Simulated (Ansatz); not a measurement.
The input, for Ansatz 0.2.0:

```yaml
crystal:
  periodic: [false, false, false]
  atoms:
    - {symbol: Cl, position_ang: [0.000000, 0.000000, 0.000000]}
    - {symbol: H, position_ang: [0.000000, 0.000000, 4.326000]}
basis:
  gaussian: {orbitals: cc-pVDZ}
magnetization: {spin_polarized: true, initial_magnetization: 0}
hamiltonian: {xc: {name: wB97M-V}}
output: {forces: true, orbitals: {seedname: orbitals}}
```

```sh
$ ansatz run in.yaml --threads 1 --pin off --events-out ev --progress --plain --max-ram 2393MiB
```

Log:

```
  # Of w^i u^j: cxij and so on, Table III.
  gx(w, u) = 1 - cx + cx01*u + cx10*w
  gss(w, u) = css00 + css04*u^4 + css10*w + css20*w^2 + css43*w^4*u^3
  gos(w, u) = cos00 + cos10*w + (cos20 + cos21*u)*w^2 + (cos60 + cos61*u)*w^6
      + integral(e_c_pw_mod_opposite_spin*gos(b97_w_opposite, b97_u_opposite)) + vv10(b, c)
237 factors; integrals over basis functions are off by at most 2.2e-4 eV
62 factors; integrals over basis functions are off by at most 1.3e-4 eV
mean field evaluation 1: about -12525.4622 eV, gradient 1.5e1 eV
mean field evaluation 2: about -12513.7075 eV, gradient 3.5e1 eV
mean field evaluation 4: about -12523.7678 eV, gradient 2.3e1 eV
mean field evaluation 8: about -12530.7981 eV, gradient 7.5e-2 eV
mean field evaluation 16: about -12530.8457 eV, gradient 1.2e0 eV
mean field evaluation 32: about -12533.8267 eV, gradient 9.1e-8 eV
mean field evaluation 64: about -12533.8264 eV, gradient 1.5e-1 eV
mean field -12533.82674152 eV, -460.6096370181 hartree, gradient 1.4e-10 eV, S^2 1.000448; 4 other end points of the search recorded, 0 dependent functions left out
the calculation of the forces begins
reference -12533.82677462 eV, -460.6096382345 hartree; 9, 9 occupied and 14, 14 virtual orbitals, 237 factors
Total energy: -12533.82677462 eV, -460.6096382345 hartree
Atom 0 at     0.000000     0.000000     0.000000 Å, force    -0.000000     0.000000     0.009143 eV/Å
Atom 1 at     0.000000     0.000000     4.326000 Å, force     0.000000    -0.000000    -0.009143 eV/Å
Dipole moment:    -0.000000     0.000000     0.002394 e Å
```

Forces (eV/Å):
```
Cl   0.000  0.000  0.009
H    0.000  0.000 -0.009
```

Ran on 1 thread of Arm Neoverse V1, shared host: 10 s wall, 0.11 GiB peak host memory.
